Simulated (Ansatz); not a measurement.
`N[Si]Cl` and `S[Si]Cl` differ in one atom or group.

Ansatz, PBE0-D4/def2-TZVP geometries, multiplicity 1. Each molecule was computed in one conformer, which needn't be the lowest.

```csv
property,`N[Si]Cl`
HOMO–LUMO gap (PBE/def2-TZVPP) / eV,3.69
size of the dipole moment (PBE/def2-TZVPP) / D,2.68
LUMO energy (ωB97M-V/def2-TZVPP) / eV,0.47
HOMO energy (B3LYP/def2-TZVPP) / eV,-6.94
LUMO energy (PBE0/def2-TZVPP) / eV,-1.53
HOMO–LUMO gap (B3LYP/def2-TZVPP) / eV,5.23
```

Question: What does the change do to each property? (Estimate.)

Answer: Ansatz gave: 
| property | `S[Si]Cl` | shift |
| --- | --- | --- |
| HOMO–LUMO gap (PBE/def2-TZVPP) / eV | 2.93 | -0.76 |
| size of the dipole moment (PBE/def2-TZVPP) / D | 1.58 | -1.10 |
| LUMO energy (ωB97M-V/def2-TZVPP) / eV | -0.50 | -0.97 |
| HOMO energy (B3LYP/def2-TZVPP) / eV | -7.04 | -0.10 |
| LUMO energy (PBE0/def2-TZVPP) / eV | -2.49 | -0.96 |
| HOMO–LUMO gap (B3LYP/def2-TZVPP) / eV | 4.41 | -0.82 |

With PBE0 the HOMO falls by 0.12 eV and the LUMO falls by 0.96 eV, so the gap narrows by about 0.84 eV. PBE moves the HOMO by -0.14 eV and ωB97M-V by -0.03 eV. The zero-point energy changes by -43.0 kJ/mol with -3 modes. Dipoles are sizes alone; their direction can turn.

B3LYP here is the variant with VWN-RPA as its local correlation; programs differ in this.
